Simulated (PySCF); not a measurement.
Species: C4H5ClF (doublet state).
Structure used (GFN2-xTB), in Å, numbered top down from 1:
```
atom  x, y, z in Å
C1     0.131   -0.769   -1.459
C2    -0.431   -0.311   -0.230
C3    -0.028    1.054    0.363
Cl4   -1.264    2.064    1.075
C5     0.401   -0.197    1.044
F6    -0.192   -0.551    2.208
H7    -0.471   -1.300   -2.167
H8     1.153   -0.556   -1.703
H9    -1.464   -0.579   -0.045
H10    0.724    1.632   -0.158
H11    1.446   -0.484    1.046
```

The hyperfine couplings belong to this conformer and change with its torsions.

As a line formula: `[CH2][C@H]1[C@H](F)[C@@H]1Cl` [radical].

Theory: UKS B3LYP, pcH-1 on C Cl F H, non-relativistic, mean-field spin-orbit, GIAO in PySCF. Isolated species at its GFN2-xTB geometry (one conformer only). Couplings are sensitive to structure, and on GFN2-xTB geometries they can be far from those on DFT ones. The SCF solution wasn't tested for stability.

**Question.** Where do the isotropic ENDOR lines of F6, H7, H8, H9, H11, H10 and Cl4 fall at 3339.6 mT, to first order?

**Answer.** ν± = |νn ± a/2|, one line for each electron-spin manifold; νn = |g_N| × 7.62259 MHz/T × B.

```tsv
nuclei	isotope	g_N	νn (MHz)	a_iso (MHz)	lower line (MHz)	upper line (MHz)
F6	19F	5.2577	133.84	39.17	114.26	153.43
H7	1H	5.5857	142.19	-61.11	111.64	172.74
H8	1H	5.5857	142.19	-58.67	112.86	171.53
H9	1H	5.5857	142.19	3.19	140.60	143.79
H11	1H	5.5857	142.19	2.88	140.75	143.63
H10	1H	5.5857	142.19	-1.63	141.37	143.01
Cl4	35Cl	0.5479	13.95	4.25	11.82	16.07
```

**Question.** Which pairs are centred on the nuclear Larmor frequency, and which on half the coupling?

**Answer.** Centred on νn, since |a| < 2νn: F6, H7, H8, H9, H11, H10 and Cl4. No pair has |a| > 2νn.

H7 and H8 aren't averaged: C1 is flat or nearly so (angle sum 360°), and its turn about the short C1–C2 bond (1.43 Å) is taken as slow.

Main isotope only: 35Cl (natural samples also hold 24 % 37Cl, magnetic too, which adds its own pattern).
